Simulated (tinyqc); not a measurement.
Inside a calculation. Method: UKS/BLYP in the sto-6g basis, for CH, spin multiplicity 4. One step of it, computed by the program tinyqc.

Question. Iteration 2: building the Kohn-Sham matrix. J_ij = sum D_kl (ij|kl) with D = D(alpha) + D(beta); F = H + J + V_xc; E = tr D H + tr D J / 2 + E_xc + E_nn.

D(alpha) after iteration 1, lower triangle:
```
            1C 1s      1C 2s    1C 2px    1C 2py     1C 2pz     2H 1s
1C 1s    1.065661
1C 2s   -0.274946   1.138741
1C 2px   0.000000   0.000000  1.000000
1C 2py   0.000000   0.000000  0.000000  1.000000
1C 2pz  -0.016883   0.084160  0.000000  0.000000   1.091056
2H 1s    0.028452  -0.092158  0.000000  0.000000  -0.116925  0.018678
```

D(beta) after iteration 1, lower triangle:
```
            1C 1s      1C 2s    1C 2px    1C 2py    1C 2pz     2H 1s
1C 1s    1.064275
1C 2s   -0.266871   1.097991
1C 2px   0.000000   0.000000  0.000000
1C 2py   0.000000   0.000000  0.000000  0.000000
1C 2pz   0.014055  -0.076893  0.000000  0.000000  0.005406
2H 1s    0.017744  -0.051179  0.000000  0.000000  0.003559  0.002414
```

core Hamiltonian H = T + V (hartree), lower triangle:
```
             1C 1s      1C 2s     1C 2px     1C 2py     1C 2pz      2H 1s
1C 1s   -18.388538
1C 2s    -4.220474  -5.108493
1C 2px    0.000000   0.000000  -4.085006
1C 2py    0.000000   0.000000   0.000000  -4.085006
1C 2pz   -0.015304  -0.154037   0.000000   0.000000  -4.194299
2H 1s    -0.924977  -2.004612   0.000000   0.000000  -1.723984  -3.125763
```

Two-electron integrals (ij|kl) in chemists' order, unique and non-zero (hartree):
```
(11|11) 3.543743   (21|11) 0.529462   (21|21) 0.100317   (22|11) 0.853596
(22|21) 0.199930   (22|22) 0.624844   (31|31) 0.021271   (32|31) 0.031868
(32|32) 0.138108   (33|11) 0.853598   (33|21) 0.199930   (33|22) 0.624843
(33|33) 0.673218   (41|41) 0.021271   (42|41) 0.031868   (42|42) 0.138108
(43|43) 0.036281   (44|11) 0.853598   (44|21) 0.199930   (44|22) 0.624843
(44|33) 0.600655   (44|44) 0.673218   (51|51) 0.021271   (52|51) 0.031868
(52|52) 0.138108   (53|53) 0.036281   (54|54) 0.036281   (55|11) 0.853598
(55|21) 0.199930   (55|22) 0.624843   (55|33) 0.600655   (55|44) 0.600655
(55|55) 0.673218   (61|11) 0.121186   (61|21) 0.022101   (61|22) 0.043324
(61|33) 0.043160   (61|44) 0.043160   (61|51) 0.001449   (61|52) 0.002805
(61|55) 0.043652   (61|61) 0.005007   (62|11) 0.289356   (62|21) 0.068774
(62|22) 0.236597   (62|33) 0.230991   (62|44) 0.230991   (62|51) 0.006994
(62|52) 0.046639   (62|55) 0.247808   (62|61) 0.015637   (62|62) 0.118363
(63|31) 0.007378   (63|32) 0.037719   (63|53) 0.009105   (63|63) 0.014428
(64|41) 0.007378   (64|42) 0.037719   (64|54) 0.009105   (64|64) 0.014428
(65|11) 0.248835   (65|21) 0.059974   (65|22) 0.218447   (65|33) 0.207555
(65|44) 0.207555   (65|51) 0.012620   (65|52) 0.077320   (65|55) 0.240230
(65|61) 0.014297   (65|62) 0.129734   (65|65) 0.153981   (66|11) 0.441957
(66|21) 0.107097   (66|22) 0.417934   (66|33) 0.395986   (66|44) 0.395986
(66|51) 0.013623   (66|52) 0.121364   (66|55) 0.461829   (66|61) 0.024774
(66|62) 0.265816   (66|65) 0.321811   (66|66) 0.774999
```

nuclear repulsion = 2.69529989 hartree

V_xc(alpha) (hartree), lower triangle:
```
            1C 1s      1C 2s     1C 2px     1C 2py     1C 2pz      2H 1s
1C 1s   -2.343685
1C 2s   -0.307864  -0.623786
1C 2px   0.000000   0.000000  -0.624044
1C 2py   0.000000   0.000000   0.000000  -0.624044
1C 2pz  -0.000260   0.001009   0.000000   0.000000  -0.623284
2H 1s   -0.072950  -0.206775   0.000000   0.000000  -0.174468  -0.257485
```

V_xc(beta) (hartree), lower triangle:
```
            1C 1s      1C 2s     1C 2px     1C 2py     1C 2pz      2H 1s
1C 1s   -2.312368
1C 2s   -0.285505  -0.482631
1C 2px   0.000000   0.000000  -0.483685
1C 2py   0.000000   0.000000   0.000000  -0.483685
1C 2pz   0.001238   0.014993   0.000000   0.000000  -0.480736
2H 1s   -0.067975  -0.158746   0.000000   0.000000  -0.132056  -0.225781
```

E_xc = sum of w rho eps_xc = -6.03253011 hartree

Give: Coulomb J; F(alpha); F(beta); total energy of this density.

Answer.

Coulomb J (hartree), lower triangle:
```
          1C 1s    1C 2s  1C 2px  1C 2py  1C 2pz   2H 1s
1C 1s   11.4078
1C 2s    2.0563   4.8293
1C 2px   0.0000   0.0000  4.8306
1C 2py   0.0000   0.0000  0.0000  4.8306
1C 2pz  -0.0041  -0.0263  0.0000  0.0000  4.8268
2H 1s    0.4585   1.7490  0.0000  0.0000  1.5692  2.9296
```

F(alpha) (hartree), lower triangle:
```
          1C 1s    1C 2s  1C 2px  1C 2py   1C 2pz    2H 1s
1C 1s   -9.3245
1C 2s   -2.4721  -0.9030
1C 2px   0.0000   0.0000  0.1215
1C 2py   0.0000   0.0000  0.0000  0.1215
1C 2pz  -0.0197  -0.1793  0.0000  0.0000   0.0092
2H 1s   -0.5394  -0.4624  0.0000  0.0000  -0.3293  -0.4536
```

F(beta) (hartree), lower triangle:
```
          1C 1s    1C 2s  1C 2px  1C 2py   1C 2pz    2H 1s
1C 1s   -9.2932
1C 2s   -2.4497  -0.7618
1C 2px   0.0000   0.0000  0.2619
1C 2py   0.0000   0.0000  0.0000  0.2619
1C 2pz  -0.0182  -0.1653  0.0000  0.0000   0.1518
2H 1s   -0.5344  -0.4143  0.0000  0.0000  -0.2869  -0.4219
```

total energy of this density = -37.777587 hartree
